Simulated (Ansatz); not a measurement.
# SiH3, doublet: the ladder up to full CI

Geometry: a point of a stretch scan, not a stationary point.

```xyz
4

Si    0.0276    0.0485   -0.0615
H     1.4428    0.0632    0.3914
H    -0.6936    1.2686    0.3853
H    -1.5172   -2.6842    0.9367
```

Basis 6-31G; Ansatz 0.2.0. Correlated methods freeze the noble-gas cores, which leaves 7 electrons in 14 orbitals. R marks a restricted (for open shells ROHF) determinant, U an unrestricted one. Active spaces: pair = (3e, 3o) about the gap; valence = (7e, 7o) chosen from the atoms' valence shells.

Full CI is exact within this basis and frozen core; it isn't the basis-set limit. The frozen core follows each run's orbitals, which can shift R against U totals by a few meV.

Unrestricted rows (U) aren't spin-pure: their determinants' ⟨S²⟩ exceeds S(S+1) by up to 0.54, so they mix in states of higher spin. For open shells CISD and CISDTQ are restricted-active-space CI with the open shells as a complete middle space.

* UHF ⟨S²⟩: 1.286
* T1 diagnostic (RCCSD): 0.0975
* largest doubles amplitude (RCCSD): 0.200
* T1 diagnostic (UCCSD): 0.0531

```csv
level,E − E(full CI) (meV),share of correlation (%),wall time
RHF,1840,0.00,–
UHF,1599,13.13,–
RMP2,655,64.42,–
UMP2,565,69.30,–
CISD,169,90.84,0.3 s
RCCSD,72,96.09,–
UCCSD,67,96.37,–
RCCSD(T),46,97.49,0.69 s
UCCSD(T),42,97.71,0.96 s
BCCD(T),43,97.65,0.75 s
RCCSDT,8,99.59,–
UCCSDT,6,99.68,–
CISDTQ,5,99.72,0.72 s
RCCSDT(Q),2,99.87,2.9 s
UCCSDT(Q),2,99.88,3 s
RCCSDTQ*,0,99.99,16 s
UCCSDTQ,0,100.01,17 s
CASSCF (pair space),1496,18.73,–
NEVPT2 (pair space),484,73.70,0.18 s
MRCISD (pair space),72,96.08,–
MRCISD+Q (pair space),10,99.47,0.27 s
CASSCF (valence space),519,71.78,–
NEVPT2 (valence space),172,90.67,1.1 s
MRCISD (valence space),21,98.88,–
MRCISD+Q (valence space),13,99.27,1.5 s
```

An asterisk marks runs whose energy the program itself flagged as in doubt.

The correlation energy at full CI, counted from RHF, is -1.840 eV. That run took 1.4 s on 1 thread of Arm Neoverse V1, shared host over 182,260 determinants.

Times hold each run's SCF and search for its determinant on a shared host, so for small cases they say little of a method's own cost; they ran on 1 thread of Arm Neoverse V1. Some runs computed forces too.

The full-CI state has the irrep A' of Cs, in the program's axes.

Natural occupations of full CI about the gap: 1.972 1.962 1.650 1.003 0.331 0.031 0.029 0.008 0.005 0.004; effectively unpaired electrons, Σ n²(2−n)², 1.66. No single determinant describes this state well, so single-reference rows can miss without a flag.
